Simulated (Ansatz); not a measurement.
C3H5ClO2, SMILES `CO/C=C(\O)Cl`. Charge 0, multiplicity 1. The geometry is a stationary point of PBE0-D4/def2-TZVP. It is one conformer, not always the lowest.

```xyz
11

C     0.665    1.465    0.286
O     0.031    0.648    1.251
C    -0.564   -0.494    0.860
C    -0.438   -1.178   -0.278
O     0.428   -0.912   -1.282
Cl   -1.385   -2.618   -0.496
H     0.942    2.379    0.810
H    -0.020    1.705   -0.532
H     1.558    0.989   -0.124
H    -1.211   -0.895    1.628
H    -0.006   -1.087   -2.125
```

What is the dipole moment at B3LYP/def2-TZVPP? (An estimate is asked.)

Ansatz gave: 1.87 D, with components (0.04, 1.12, -1.49) D in this frame, pointing from negative to positive charge.

And with PBE, r2SCAN, ωB97M-V? (An estimate is asked.)

Computed: PBE 1.88 D, r2SCAN 1.94 D, ωB97M-V 1.85 D.

Give the Mulliken charges with B3LYP, ωB97M-V, PBE in def2-TZVPP. (Estimate.)

The calculation gave: 
```json
{"atom": "C1", "B3LYP": "-0.13", "ωB97M-V": "-0.21", "PBE": "-0.15"}
{"atom": "O2", "B3LYP": "-0.28", "ωB97M-V": "-0.27", "PBE": "-0.21"}
{"atom": "C3", "B3LYP": "-0.01", "ωB97M-V": "0.01", "PBE": "-0.04"}
{"atom": "C4", "B3LYP": "0.19", "ωB97M-V": "0.15", "PBE": "0.15"}
{"atom": "O5", "B3LYP": "-0.30", "ωB97M-V": "-0.29", "PBE": "-0.26"}
{"atom": "Cl6", "B3LYP": "-0.12", "ωB97M-V": "-0.09", "PBE": "-0.12"}
{"atom": "H7", "B3LYP": "0.12", "ωB97M-V": "0.13", "PBE": "0.11"}
{"atom": "H8", "B3LYP": "0.10", "ωB97M-V": "0.13", "PBE": "0.10"}
{"atom": "H9", "B3LYP": "0.12", "ωB97M-V": "0.14", "PBE": "0.11"}
{"atom": "H10", "B3LYP": "0.11", "ωB97M-V": "0.11", "PBE": "0.10"}
{"atom": "H11", "B3LYP": "0.20", "ωB97M-V": "0.19", "PBE": "0.20"}
```

B3LYP here is the variant with VWN-RPA as its local correlation; programs differ in this.
